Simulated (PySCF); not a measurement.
Job file and geometry (Å, from GFN2-xTB) of an NMR shielding run on `OP(=O)(O)O`, H$_{3}$O$_{4}$P, GIAO PBE0/pcSseg-1 NMR shielding, non-relativistic, gas phase (PySCF 2.14.0, density-fitted response routines); density fitting, a coarse starting grid and PySCF grid level 2 are the driver's defaults:

```
{"job": {"kind": "nmr", "xc": "PBE0", "basis": "pcSseg-1"}, "charge": 0, "multiplicity": 1}
O      0.588595    -0.224592     1.621823
P      0.009024    -0.105934     0.290964
O     -0.541548     1.349156    -0.088589
O      1.036008    -0.431537    -0.901097
O     -1.231517    -1.029255    -0.025024
H     -0.161588     1.993579     0.504365
H      1.875176    -0.682864    -0.521588
H     -1.565094    -0.859142    -0.905418
```

Q: What does the program print?

A: 
```
coarse grid: 7832 points
cycle   1  E = -643.3348662120  dE =  1.263e+00  |g| = 1.244e+00  |ddm| = 2.791e+00
cycle   2  E = -643.0211200079  dE =  3.137e-01  |g| = 1.810e+00  |ddm| = 1.846e+00
cycle   3  E = -643.5868698736  dE = -5.657e-01  |g| = 2.791e-01  |ddm| = 1.261e+00
cycle   4  E = -643.6004878162  dE = -1.362e-02  |g| = 5.569e-02  |ddm| = 1.907e-01
cycle   5  E = -643.6009713839  dE = -4.836e-04  |g| = 1.086e-02  |ddm| = 3.454e-02
cycle   6  E = -643.6009947380  dE = -2.335e-05  |g| = 2.758e-03  |ddm| = 1.110e-02
cycle   7  E = -643.6009958472  dE = -1.109e-06  |g| = 1.033e-03  |ddm| = 1.872e-03
final grid: 72880 points
cycle   8  E = -643.6700318108  dE = -1.810e-05  |g| = 7.990e-03  |ddm| = 1.230e-02
cycle   9  E = -643.6700205966  dE =  1.121e-05  |g| = 1.132e-02  |ddm| = 1.019e-02
cycle  10  E = -643.6700413985  dE = -2.080e-05  |g| = 1.451e-03  |ddm| = 6.784e-03
cycle  11  E = -643.6700417587  dE = -3.602e-07  |g| = 2.795e-04  |ddm| = 9.863e-04
cycle  12  E = -643.6700417708  dE = -1.209e-08  |g| = 7.263e-05  |ddm| = 2.055e-04
cycle  13  E = -643.6700417717  dE = -9.119e-10  |g| = 2.155e-05  |ddm| = 5.906e-05
converged SCF energy = -643.6700417717

GIAO shielding tensors (ppm)
atom      isotropic    diamagn.    paramagn.     s11        s22        s33       span
  0 O      194.377     396.762    -202.385    166.103    175.150    241.878     75.774
  1 P      318.375     966.168    -647.792    237.968    255.992    461.166    223.197
  2 O      227.109     392.496    -165.387    187.457    189.720    304.150    116.694
  3 O      224.362     392.664    -168.302    181.364    185.327    306.394    125.030
  4 O      237.991     389.953    -151.961    195.988    229.529    288.456     92.468
  5 H       28.525      31.179      -2.655     21.360     23.769     40.445     19.085
  6 H       28.433      31.263      -2.830     21.263     23.988     40.049     18.786
  7 H       28.588      31.343      -2.755     21.220     24.348     40.195     18.975
```

Size and cost of the density-fitted run: 107 basis functions, 5.3 s wall time on 1 thread of an Arm Neoverse V2, shared host.
